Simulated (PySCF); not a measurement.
A family of related molecules: Y=E=Y. All species are isolated molecules in the gas phase. Strings in code marks are SMILES.

Computed with B3LYP-D3(BJ)/def2-TZVP (PySCF 2.14.0). B3LYP has the VWN-RPA correlation part, as in Gaussian. Excitations are Tamm–Dancoff values on a coarser integration grid. The basis has no diffuse functions, so Rydberg states are missing or too high.

```
species     T1 excitation (TDA) (eV)  hole reorganisation energy (four-point) (eV)  LUMO (eV)
----------  ------------------------  --------------------------------------------  ---------
`O=C=S`                            –                                         0.214      -1.10
`C(=S)=S`                          –                                         0.000      -2.16
`C=C=C`                            –                                           [?]          –
`N=C=O`                          [?]                                         0.131      -0.16
`N=C=S`                         4.14                                         0.274      -1.35
`O=[Se]=O`                      2.29                                         0.159        [?]
```

Problem. Fill in the missing entries.

Solution. 
- `C=C=C`, hole reorganisation energy (four-point) (eV): 1.194
- `N=C=O`, T1 excitation (TDA) (eV): 6.18
- `O=[Se]=O`, LUMO (eV): -4.37
